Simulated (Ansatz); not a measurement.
We consider bcc V, described by rVV10 (PAW; Ansatz, an electronic-structure program).

Excerpt of the program's output:

```
Crystal: 1 atoms, lattice volume = 13.333 Å³
Basis set: ecut = 520 eV, 369 PW (Γ), exchange–correlation on 40×40×40 points (8 copies of the dense FFT grid, shifted against one another)
Bands: 11, of which v1, the nominal top of the filled ones, is band 7 counted from 1 (6 counted from 0)
Symmetry: 48 space group operations
Space group: Im-3m (ITA 229), of the structure as read, at distance tolerance 2.4e-5 Å
k-points: 511 of 17576
Functional: x = rpw86, c = pbe(β = 0.06672455060314922) + rvv10(b = 6.3, C = 0.0093)
SCF iter   1: F=—  HF=-2932.610149 eV  |F-HF|=—  |Δ(HF+E_count)|=         —  Δρ=5.56e-3  dr2=1.48e-3
SCF iter   2: F=—  HF=-2932.610161 eV  |F-HF|=—  |Δ(HF+E_count)|=   1.20e-5  Δρ=2.68e-3  dr2=2.89e-4
  ...
SCF iter   5: F=—  HF=-2932.610210 eV  |F-HF|=—  |Δ(HF+E_count)|=   1.82e-6  Δρ=1.41e-5  dr2=1.68e-8
SCF iter   6: F=-2932.610210 eV  HF=-2932.610210 eV  |F-HF|=4.09e-12  |Δ(HF+E_count)|=   2.38e-9  Δρ=4.32e-7  dr2=1.02e-11
SCF 1 converged in 6 iterations: F = -2932.610210 eV  dr2 = 1.02e-11
SCF converged after 6 iterations
Free energy (F): -2932.610210 eV
Internal energy: -2932.595697 eV  (E = F + TS)
E sigma→0 (E₀):  -2932.602953 eV
Fermi energy:    16.796975 eV
--- Stress (GPa, compression-positive) ---
        3.906594       0.000000      -0.000000
       -0.000000       3.906594      -0.000000
       -0.000000       0.000000       3.906594
  P = ⅓ Tr σ = 3.9066 GPa (39.066 kbar)
```

Question: Write an input file that could have produced this run (the log leaves some choices open).

Answer: One answer among several that fit: 
Ansatz 0.2 input:
```yaml
crystal:
  lattice:
    - [-1.4937704652, 1.4937704652, 1.4937704652]
    - [1.4937704652, -1.4937704652, 1.4937704652]
    - [1.4937704652, 1.4937704652, -1.4937704652]
  atoms:
    - { symbol: V, position: [0.0, 0.0, 0.0] }
basis:
  ecutwfc: 520
  ecutrho_ratio: 4
  xc_grid: 2
kpoints:
  mp_grid: { grid: [26, 26, 26] }
hamiltonian:
  xc: { exchange: rpw86, correlation: pbe }
  dispersion: rvv10
  pseudopotentials: { kind: paw }
scf:
  occupations: { method: fermi_dirac, width: 0.05 }
  convergence: { dr2_threshold: 0.0000000001 }
output:
  forces: false
  stress: true
  eigenvalues: true
```

The cell is one volume of an energy–volume scan, off the minimum.

The PAW data were made under PBE.

It cost around 3 core-seconds (rough) of CPU time.
